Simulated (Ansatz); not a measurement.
# BSiN+ (quartet): from Hartree-Fock to the top rungs, cc-pVDZ

Aim: climb from Hartree-Fock through coupled cluster for BSiN+ (quartet) at one geometry and basis, and see what each rung misses.

Computed with Ansatz 0.2.0, Gaussian basis. Level: cc-pVDZ, core rule «outside noble gas», up to 7 orbitals frozen.

To be run: UHF; CCSD(T) on ROHF; CCSD(T) on UHF; BCCD(T) on ROHF; CISD as a restricted active space (open shells left free, so some higher excitations enter); CCSDT(Q) on ROHF; CCSDT(Q) on UHF.

31 further runs of the same task are left out: 6 for a known fault of the program, 11 that didn't finish, 14 set aside as unsound or not needed. Runs told in other sessions of the task aren't counted.

### Step 1. What is computed

The geometry is a PBE0/def2-TZVP stationary point (not a proven minimum) of the parent state, kept for this charge and spin.

3 atoms, charge 1, spin multiplicity 4.

Atoms are counted from 1 here; the program's logs count them from 0.

Bond lengths: B1–N2 1.274 Å, N2–Si3 1.674 Å. Angles: B1–N2–Si3 180.0°.

### Step 2. UHF

Input file in.yaml:

```yaml
crystal:
  periodic: [false, false, false]
  atoms:
    - {symbol: B, position_ang: [0.000000, 0.000000, -1.407767]}
    - {symbol: N, position_ang: [0.000000, 0.000000, -0.133267]}
    - {symbol: Si, position_ang: [0.000000, 0.000000, 1.541033]}
basis:
  gaussian: {orbitals: cc-pVDZ}
total_charge: 1
magnetization: {spin_polarized: true, initial_magnetization: 3}
hamiltonian: {xc: hf}
output: {orbitals: {seedname: orbitals}}
```

On the command line:

```sh
$ ansatz run in.yaml --threads 1 --pin off --events-out ev --progress --plain --max-ram 2393MiB
```

Further steps of the session: CCSD(T) on ROHF; CCSD(T) on UHF; BCCD(T) on ROHF; CISD as a restricted active space (open shells left free, so some higher excitations enter); CCSDT(Q) on ROHF; CCSDT(Q) on UHF.

Q: Predict the results of all the runs planned. Wanted: UCCSDT(Q) from the RHF energy; RMP2 from UCCSDT(Q); UMP2 from UCCSDT(Q); RCCSD from UCCSDT(Q); RCCSD(T) from UCCSDT(Q); UCCSD(T) from UCCSDT(Q); RCCSDT(Q) from UCCSDT(Q); T1 diagnostic.

The runs gave:

| quantity | value |
| --- | --- |
| UCCSDT(Q) from the ROHF energy | -7.2802 eV |
| RMP2 from UCCSDT(Q) | +76.2 kJ/mol |
| UMP2 from UCCSDT(Q) | +73.5 kJ/mol |
| RCCSD from UCCSDT(Q) | +37.8 kJ/mol |
| RCCSD(T) from UCCSDT(Q) | +6.3 kJ/mol |
| UCCSD(T) from UCCSDT(Q) | +6.5 kJ/mol |
| RCCSDT(Q) from UCCSDT(Q) | +0.6 kJ/mol |
| levels within 1 kcal/mol (43 meV) | RCCSDT, UCCSDT, RCCSDT(Q) |
| T1 diagnostic | 0.035 |

What this shows: RCCSD(T) lands +6.3 kJ/mol from the yardstick (0.9 % of the correlation energy). These misses are within one basis, not against nature; the frozen cores of restricted and unrestricted runs differ, which can shift their rows.

With open shells the CI space here admits some higher excitations, so it is larger than plain CISD.
